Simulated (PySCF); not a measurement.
Calculation: PySCF 2.14.0 with B3LYP-D3(BJ)/def2-TZVP // PBE0-D4/def2-TZVP. All species are isolated molecules in the gas phase. B3LYP has the VWN-RPA correlation part, as in Gaussian. 

Reference species (SMILES): `[CH2]C` (neutral, multiplicity 2).

- highest occupied spin orbital: -5.61 eV

Changed species: `[CH2]C#N` (radical fragment; the reference has radical fragment).

Question: What does the change do to the highest occupied spin orbital?

Answer: the highest occupied spin orbital decreases by 1.83 eV, to -7.44 eV.
